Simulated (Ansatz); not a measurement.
**Pulling the pair apart**

The pair of NH3 (SMILES N, atoms 1–4) and CH3F (SMILES CF, atoms 5–9), both closed shells, in one local arrangement (a lower one may exist), relaxed at PBE0-D4/def2-TZVP:

| atom | x (Å) | y (Å) | z (Å) |
| --- | --- | --- | --- |
| N1 | 0.0109 | -0.1421 | -1.7832 |
| H2 | -0.8018 | -0.1822 | -2.3857 |
| H3 | -0.0938 | 0.6744 | -1.1913 |
| H4 | 0.8136 | 0.0199 | -2.3785 |
| C5 | 0.0224 | -0.1386 | 1.5714 |
| F6 | -0.1414 | 1.1435 | 1.0722 |
| H7 | -0.8431 | -0.3841 | 2.1902 |
| H8 | 0.9316 | -0.1630 | 2.1758 |
| H9 | 0.1016 | -0.8277 | 0.7291 |

CH3F is shifted rigidly along the line between the mean atom positions of the two fragments (negative: closer). Counterpoise interaction energies in kcal/mol. Program: Ansatz 0.2.0. Basis: def2-TZVPPD. Cores are frozen in the correlated methods.

```json
{"shift (Å)": "-0.34", "HF": "1.70", "PBE0-D4": "-1.43", "MP2": "-0.87"}
{"shift (Å)": "-0.17", "HF": "-0.27", "PBE0-D4": "-2.53", "MP2": "-2.13"}
{"shift (Å)": "0.00", "HF": "-1.18", "PBE0-D4": "-2.85", "MP2": "-2.54"}
{"shift (Å)": "0.17", "HF": "-1.53", "PBE0-D4": "-2.78", "MP2": "-2.53"}
{"shift (Å)": "0.40", "HF": "-1.56", "PBE0-D4": "-2.42", "MP2": "-2.21"}
{"shift (Å)": "0.84", "HF": "-1.21", "PBE0-D4": "-1.65", "MP2": "-1.51"}
{"shift (Å)": "1.68", "HF": "-0.61", "PBE0-D4": "-0.72", "MP2": "-0.68"}
{"shift (Å)": "3.35", "HF": "-0.19", "PBE0-D4": "-0.19", "MP2": "-0.19"}
```

Problem. What does CCSD(T) give at these shifts? (An estimate is asked for; the value comes from the calculation.)

Solution. The calculation gives: -0.90, -2.18, -2.60, -2.58, -2.25, -1.52, -0.68, -0.19 kcal/mol. For zero shift, CCSD(T) at an estimated basis limit (MP2 extrapolated from triple and quadruple zeta, plus CCSD(T) − MP2 in triple zeta) gives -2.86 kcal/mol. These are counterpoise interaction energies, counted from the two frozen fragments.

No T1 diagnostic of these runs exceeds 0.010.

For scale, one of the runs: CCSD(T)/def2-TZVPPD, 216 basis functions, launched by `ansatz run in.yaml --threads 4 --pin off --events-out ev --progress --plain --max-ram 9574MiB`. Hardware: 4 CPU threads of an Arm Neoverse N1, shared host. Wall time 71 s; peak host memory 3.4 GiB.
